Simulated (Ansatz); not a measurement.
This geometry of BClH2O + H2 (7 atoms, charge 0, multiplicity 1) is a first-order saddle point.

Method: RKS PBE-D4/6-31G* (Ansatz).

```xyz
7
Properties=species:S:1:pos:R:3
B 0.079 0.240 0.028
Cl 0.054 -0.184 2.192
O 1.321 0.052 -0.517
H 1.379 -0.819 -0.952
H -0.975 -0.205 -0.327
H -0.056 1.531 0.282
H 0.035 1.103 1.180
```

Question: Which two structures does it join? (They come from a converged band through this point; their orientation in space is the band's.)

Answer: Bonds broken: B1–Cl2, H6–H7. Bonds formed: B1–H6, Cl2–H7. BClH2O + H2 becomes BH3O + ClH.

First end point:

```xyz
7
Properties=species:S:1:pos:R:3
B -0.240 -0.728 -0.008
Cl -0.008 -1.452 1.603
O 0.790 -0.164 -0.683
H 1.631 -0.211 -0.180
H -1.328 -0.739 -0.506
H 0.523 2.240 0.568
H 0.470 2.774 1.093
```

Last end point:

```xyz
7
Properties=species:S:1:pos:R:3
B -0.443 0.487 -0.687
Cl 1.450 0.476 3.035
O 0.521 -0.118 0.076
H 0.944 -0.883 -0.364
H -0.692 0.065 -1.791
H -0.990 1.431 -0.182
H 1.047 0.261 1.799
```

Question: How far does it lie above each of them?

Answer: 1.66 eV above the first and 0.85 eV above the second. This is the barrier of this one path; another mechanism may lie lower. The orbitals stay closed-shell, which can raise the energy where a bond breaks towards radicals; this wasn't checked here.

Time of the run: 2.2 min on 1 thread of Arm Neoverse V1, with other jobs on the host, peak memory 0.1 GiB.
